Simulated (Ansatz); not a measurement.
# Al2C+ (quartet): from Hartree-Fock to the top rungs, def2-TZVPP

One table from this session's results is given with a row withheld; the runs are named, their logs left out.

Program: Ansatz 0.2.0, Gaussian basis. Level of theory: def2-TZVPP, core rule «outside noble gas», up to 11 orbitals frozen. These are calculated values, not measurements.

The runs, in order: UHF; ROHF; CCSD(T) on UHF.

2 further runs of the same task are left out: 2 set aside as unsound or not needed.

### What is computed

The geometry is a PBE0/def2-TZVP stationary point (not a proven minimum) of the parent state, kept for this charge and spin.

3 atoms, charge 1, spin multiplicity 4.

Atoms are counted from 1 here; the program's logs count them from 0.

Bond lengths: Al1–Al2 2.681 Å, Al2–C3 1.896 Å. Angles: Al1–Al2–C3 180.0°.

The first run:

in.yaml

```yaml
crystal:
  periodic: [false, false, false]
  atoms:
    - {symbol: Al, position_ang: [0.000000, 0.000000, 2.419367]}
    - {symbol: Al, position_ang: [0.000000, 0.000000, -0.261933]}
    - {symbol: C, position_ang: [0.000000, 0.000000, -2.157433]}
basis:
  gaussian: {orbitals: def2-TZVPP}
total_charge: 1
magnetization: {spin_polarized: true, initial_magnetization: 3}
hamiltonian: {xc: hf}
output: {orbitals: {seedname: orbitals}}
```

Run with:

```
$ ansatz run in.yaml --threads 1 --pin off --events-out ev --progress --plain --max-ram 4096MiB --backend cpu
```

Among the steps run: UHF; ROHF; CCSD(T) on UHF.

One table of the session follows, with a row left open; its other results are not shown here.

| method | from UCCSD(T) (kJ/mol) |
| --- | --- |
| ROHF | ? |
| UHF | +545.5 |
| UMP2 | +126.7 |
| UCCSD | +22.5 |
| UCCSD(T) | 0 |

Estimate the missing values for ROHF.

The run gave: from UCCSD(T) (kJ/mol): +551.5. In the column «from UCCSD(T) (kJ/mol)» it is the highest.

To keep in mind: Warnings: spin contamination; coupled cluster took another determinant than the lowest.
